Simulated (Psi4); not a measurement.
# B3LYP/cc-pVDZ run of C2F3N (cyanotrifluoromethane)

Aim: the energy change on altering one bond length of C2F3N (cyanotrifluoromethane) at B3LYP/cc-pVDZ, from 2 runs. Input form: a Python script.

The calculation is run with Psi4 1.11.

3 further runs of the same task are left out: 3 that didn't finish.

### 1 Starting point

The species is C2F3N (6 atoms), meant as a singlet with charge 0. SMILES: `N#CC(F)(F)F`. The coordinates come from a PBE0-D4/def2-TZVP relaxation.

Bond lengths: N1–C2 1.146 Å, C2–C3 1.481 Å, C3–F4 1.326 Å, C3–F5 1.326 Å, C3–F6 1.326 Å. Angles: N1–C2–C3 180.0°, C2–C3–F4 110.1°, C2–C3–F5 110.1°, C2–C3–F6 110.1°, F4–C3–F5 108.8°, F4–C3–F6 108.8°, F5–C3–F6 108.8°.

### 2 Energy and gradient at B3LYP/cc-pVDZ

The input, job.py:

```python
import psi4

psi4.set_memory(1600000000)
psi4.set_num_threads(1)
psi4.set_output_file('run.log', False)

mol = psi4.geometry("""
N      1.022100    -1.705100     0.893500
C      0.486200    -0.810600     0.417800
C     -0.206400     0.345600    -0.197200
F     -1.316000    -0.055800    -0.802300
F      0.581500     0.927000    -1.091500
F     -0.525200     1.234800     0.733600
symmetry c1
no_reorient
no_com
""")

psi4.set_options({
    'basis': 'cc-pVDZ',
    'puream': True,
    'e_convergence': 1e-09,
    'd_convergence': 1e-08,
    'scf_type': 'pk',
    'dft_radial_points': 99,
    'dft_spherical_points': 590,
})

energy_value, wavefunction = psi4.gradient('B3LYP', return_wfn=True)
psi4.oeprop(wavefunction, 'LOWDIN_CHARGES', 'DIPOLE', 'MAYER_INDICES')
print('gradient / Eh bohr^-1')
print(energy_value.np.round(6))
print(f'energy = {wavefunction.energy():.10f} Eh')
```

Run with:

```sh
$ python job.py
```

run.log:

```text
[...]
  Running in c1 symmetry.
[...]
  Nuclear repulsion =  232.270648827243122
[...]
  Multiplicity = 1
[...]
  Nalpha       = 23
  Nbeta        = 23
[...]
    Number of basis functions: 84
[...]
   @RKS iter   1:  -430.30907999249456   -2.44518e-01   7.61946e-03 DIIS/ADIIS
[...]
   @RKS iter  12:  -430.47563246149730   -3.97904e-13   8.34060e-10 DIIS
[...]
    Orbital Energies [Eh]
    ---------------------
    Doubly Occupied:
       1A    -24.770542     2A    -24.770524     3A    -24.770508
       4A    -14.385587     5A    -10.497244     6A    -10.270022
       7A     -1.367448     8A     -1.274052     9A     -1.274029
      10A     -0.960027    11A     -0.790892    12A     -0.675954
      13A     -0.638307    14A     -0.638300    15A     -0.506311
      16A     -0.506304    17A     -0.471504    18A     -0.471495
      19A     -0.467391    20A     -0.444533    21A     -0.404523
      22A     -0.388822    23A     -0.388821
[...]
  @RKS Final Energy:  -430.47563246149730
   => Energetics <=
    Nuclear Repulsion Energy =            232.2706488272431216
    One-Electron Energy =               -1054.7261644747127320
    Two-Electron Energy =                 431.6910581470273200
    DFT Exchange-Correlation Energy =     -39.7111749610549936
    Empirical Dispersion Energy =           0.0000000000000000
    VV10 Nonlocal Energy =                  0.0000000000000000
    Total Energy =                       -430.4756324614972982
[...]
  -Total Gradient:
     Atom            X                  Y                   Z
    ------   -----------------  -----------------  -----------------
       1       -0.014519829086     0.024238934628    -0.012893040305
       2        0.012526302718    -0.020914748304     0.011129906192
       3       -0.003984187311     0.006627614338    -0.003570908583
       4        0.010599355743     0.003945948291     0.005769867362
       5       -0.007604293532    -0.005489085755     0.008514839455
       6        0.002978301165    -0.008422887333    -0.008945640769
[...]
 Multipole Moments:
 ------------------------------------------------------------------------------------
     Multipole            Electronic (a.u.)      Nuclear  (a.u.)        Total (a.u.)
 ------------------------------------------------------------------------------------
 L = 1.  Multiply by 2.5417464519 to convert [e a0] to [Debye]
 Dipole X            :          4.4893808           -4.7314963           -0.2421155
 Dipole Y            :         -7.5862642            7.9903290            0.4040648
 Dipole Z            :          5.1965826           -5.4116087           -0.2150261
 Magnitude           :                                                    0.5178074
[...]
```

The script printed:

```text
gradient / Eh bohr^-1
[[-0.01452   0.024239 -0.012893]
 [ 0.012526 -0.020915  0.01113 ]
 [-0.003984  0.006628 -0.003571]
 [ 0.010599  0.003946  0.00577 ]
 [-0.007604 -0.005489  0.008515]
 [ 0.002978 -0.008423 -0.008946]]
energy = -430.4756324615 Eh
```

It took 20 s on 1 thread of Intel Xeon Platinum 8488C (Sapphire Rapids), shared host; peak memory 1 GiB.

### 3 The distorted shape

The input, calc.py:

```python
import psi4

psi4.set_memory('1600 MB')
psi4.set_num_threads(1)
psi4.set_output_file('psi4.out', False)

m = psi4.geometry("""
0 1
N      0.391786    -2.170216     1.608934
C     -0.144114    -1.275716     1.133234
C     -0.836714    -0.119516     0.518234
F     -1.946314    -0.520916    -0.086866
F      0.581500     0.927000    -1.091500
F     -1.155514     0.769684     1.449034
symmetry c1
""")

options = {'basis': 'cc-pVDZ', 'puream': True, 'e_convergence': 1e-09, 'd_convergence': 1e-08, 'scf_type': 'pk', 'dft_radial_points': 99, 'dft_spherical_points': 590}
psi4.set_options(options)

e_tot, wfn = psi4.gradient('B3LYP', molecule=m, return_wfn=True)
psi4.oeprop(wfn, 'MULLIKEN_CHARGES', 'MAYER_INDICES', 'LOWDIN_CHARGES', title='B3LYP')
print('gradient / Eh bohr^-1')
print(e_tot.np.round(6))
print(f'energy = {wfn.energy():.10f} Eh')
```

Run with:

```sh
$ python calc.py
```

psi4.out:

```text
[...]
  Running in c1 symmetry.
[...]
  Nuclear repulsion =  205.327189441343876
[...]
  Multiplicity = 1
[...]
  Nalpha       = 23
  Nbeta        = 23
[...]
    Number of basis functions: 84
[...]
   @RKS iter   1:  -429.95707808716259   -4.29918e-01   1.00175e-02 DIIS/ADIIS
[...]
   @RKS iter  16:  -430.31264260123584   -2.04636e-12   9.68431e-09 DIIS
[...]
  @RKS Final Energy:  -430.31264260123584
   => Energetics <=
    Nuclear Repulsion Energy =            205.3271894413438758
    One-Electron Energy =               -1000.9748716721555866
    Two-Electron Energy =                 404.8589883939093284
    DFT Exchange-Correlation Energy =     -39.5239487643334328
    Empirical Dispersion Energy =           0.0000000000000000
    VV10 Nonlocal Energy =                  0.0000000000000000
    Total Energy =                       -430.3126426012358365
[...]
 Multipole Moments:
 ------------------------------------------------------------------------------------
     Multipole            Electronic (a.u.)      Nuclear  (a.u.)        Total (a.u.)
 ------------------------------------------------------------------------------------
 L = 1.  Multiply by 2.5417464519 to convert [e a0] to [Debye]
 Dipole X            :         -1.7137806            0.7611285           -0.9526521
 Dipole Y            :          1.5762817           -1.8422732           -0.2659914
 Dipole Z            :         -0.4422747            1.1561990            0.7139243
 Magnitude           :                                                    1.2198300
[...]
  -Total Gradient:
     Atom            X                  Y                   Z
    ------   -----------------  -----------------  -----------------
       1       -0.016748542123     0.029788775104    -0.016408972188
       2        0.007713528051    -0.050687505186     0.038627034693
       3        0.011542081646     0.009070229230    -0.013622531601
       4       -0.024396929406    -0.014814383691     0.011130882081
       5        0.039046806505     0.029596792474    -0.044979333570
       6       -0.017155592917    -0.002949238411     0.025248312056
[...]
  Mulliken Charges: (a.u.)
   Center  Symbol    Alpha    Beta     Spin     Total
       1     N     3.51132  3.51132  0.00000 -0.02265
       2     C     2.99432  2.99432  0.00000  0.01136
       3     C     2.78441  2.78441  0.00000  0.43118
       4     F     4.52923  4.52923  0.00000 -0.05846
       5     F     4.65145  4.65145  0.00000 -0.30290
       6     F     4.52927  4.52927  0.00000 -0.05854
   Total alpha = 23.00000, Total beta = 23.00000, Total charge =  0.00000
  Lowdin Charges: (a.u.)
   Center  Symbol    Alpha    Beta     Spin     Total
[...]
```

Standard output:

```text
gradient / Eh bohr^-1
[[-0.016749  0.029789 -0.016409]
 [ 0.007714 -0.050688  0.038627]
 [ 0.011542  0.00907  -0.013623]
 [-0.024397 -0.014814  0.011131]
 [ 0.039047  0.029597 -0.044979]
 [-0.017156 -0.002949  0.025248]]
energy = -430.3126426012 Eh
```

Wall time 20 s (1 thread of Intel Xeon Platinum 8488C (Sapphire Rapids), shared host); peak memory 0.96 GiB.

### 4 What came out

Level: B3LYP/cc-pVDZ.

| quantity | value |
| --- | --- |
| first shape: total energy | -430.47563 Eh |
| first shape: dipole moment | 1.32 D |
| first shape: HOMO energy | -10.58 eV |
| first shape: LUMO energy | -0.68 eV |
| first shape: HOMO–LUMO gap | 9.90 eV |
| first shape: largest force on an atom | 1.597 eV/Å |
| distorted shape: total energy | -430.31264 Eh |
| distorted shape: dipole moment | 3.10 D |
| distorted shape: HOMO energy | -9.02 eV |
| distorted shape: LUMO energy | -5.73 eV |
| distorted shape: HOMO–LUMO gap | 3.29 eV |
| distorted shape: largest force on an atom | 3.420 eV/Å |
| energy change with the C3–F5 bond stretched from 1.326 to 2.387 Å | 4.435 eV |

What this shows: One bond (distorted shape) is far stretched, which a spin-restricted single reference describes badly; a broken-symmetry solution may lie lower. With the C3–F5 bond stretched from 1.326 to 2.387 Å the energy rises by 4.44 eV (102 kcal/mol). The first shape isn't relaxed at this level, so the change isn't measured from a minimum. A restricted reference can't describe the breaking bond well at this length. The largest force (first shape) is 1.60 eV/Å: the shape isn't a stationary point for this species at this level.
